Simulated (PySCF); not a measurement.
# How methods differ on the ionisation energy of F

F [He] 2s2 2p5 (2P) → F⁺ [He] 2s2 2p4 (3P), as a difference of total energies. Calculation: PySCF 2.14, in aug-cc-pwCVQZ; the non-relativistic Hamiltonian (point nucleus). Correlated levels: valence: 1s2 frozen; valence and next inner shell: nothing frozen. The calculations carry no spin-orbit coupling.

| method | ionisation energy (eV) | error (eV) |
| --- | --- | --- |
| UHF | 15.653 | -1.774 |
| LDA | 17.960 | +0.533 |
| PBE | 17.658 | +0.231 |
| PBE0 | 17.447 | +0.020 |
| r2SCAN | 17.540 | +0.113 |
| PW91 | 17.755 | +0.328 |
| BHandHLYP | 17.310 | -0.117 |
| TPSSh | 17.374 | -0.053 |
| MP2 (valence) | 17.403 | -0.024 |
| SCS-MP2 (valence) | 17.412 | -0.015 |
| MP2 (valence and next inner shell) | 17.421 | -0.006 |
| SCS-MP2 (valence and next inner shell) | 17.421 | -0.006 |

Reference: 17.427 eV (measured; NIST levels, between the centres of gravity of the two terms).

Errors of the correlated levels include the incompleteness of this basis and the frozen core.
